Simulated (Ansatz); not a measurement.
```yaml
crystal:
  periodic: [false, false, false]
  atoms:
    - {symbol: B, position_ang: [-1.424116, 0.265100, -0.512658]}
    - {symbol: S, position_ang: [-0.039856, 1.333734, -0.145957]}
    - {symbol: Al, position_ang: [1.430555, -0.182695, 0.486692]}
    - {symbol: H, position_ang: [-1.350297, -0.919122, -0.379970]}
    - {symbol: H, position_ang: [-2.427033, 0.785191, -0.896431]}
    - {symbol: H, position_ang: [1.018320, -1.705542, 0.487813]}
    - {symbol: H, position_ang: [2.853627, 0.355333, 0.915012]}
basis:
  gaussian: {orbitals: pcseg-2}
magnetization: {spin_polarized: true, initial_magnetization: 1}
hamiltonian: {xc: {name: PBEsol}, dispersion: d3bj}
output: {forces: true}
```

```sh
$ ansatz run in.yaml --threads 2 --pin off --events-out ev --progress --plain --max-ram 4352MiB
```

Shortened log:

```
Error: a molecule whose nuclei and cores have a total charge of 38 cannot have a net charge of 0 together with 1 unpaired electrons
```

What is wrong with this run?

The number of unpaired electrons doesn't fit the electron count. The input was rejected before any iteration.
